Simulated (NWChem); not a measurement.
## Total energies of C2H3O

```xyz
6

C     -0.0762    -1.1694     0.0000
C      0.4250     0.2536     0.0000
O     -0.1959     1.2600     0.0000
H      0.3268    -1.6873     0.8843
H      0.3268    -1.6873    -0.8843
H     -1.1790    -1.2110     0.0000
```
Charge 0, spin multiplicity 2.

All runs are NWChem calculations. All single points use one geometry, from UB3LYP/def2-SVP, a minimum by its harmonic frequencies.

Basis set: def2-TZVP (111 functions).

| method | total energy (Ha) | relative cost |
|---|---|---|
| UHF | -152.36059 | 1 |
| UMP2 | -152.88883 | under 3 |
| UB2PLYP | -153.12183 | under 3 |
| UPBE | -153.06169 | under 3 |
| UB3LYP | -153.24813 | under 3 |
| UTPSS | -153.26856 | under 3 |

Total energies of different functionals aren't comparable as a measure of quality: only differences taken within one method are. The cost column gives rough processor time relative to UHF; each entry includes its own SCF.

The correlated methods keep 3 core orbitals frozen. B3LYP has NWChem's definition, with VWN1-RPA local correlation. The structure started from a generated list of species. The unpaired electrons of the parent sit in orbitals of symmetry a' (Cs labels of the run); other states weren't searched. No SCF solution was tested for a lower state. Open-shell Hartree-Fock references start from PBE0 orbitals; any time given for them includes that run.
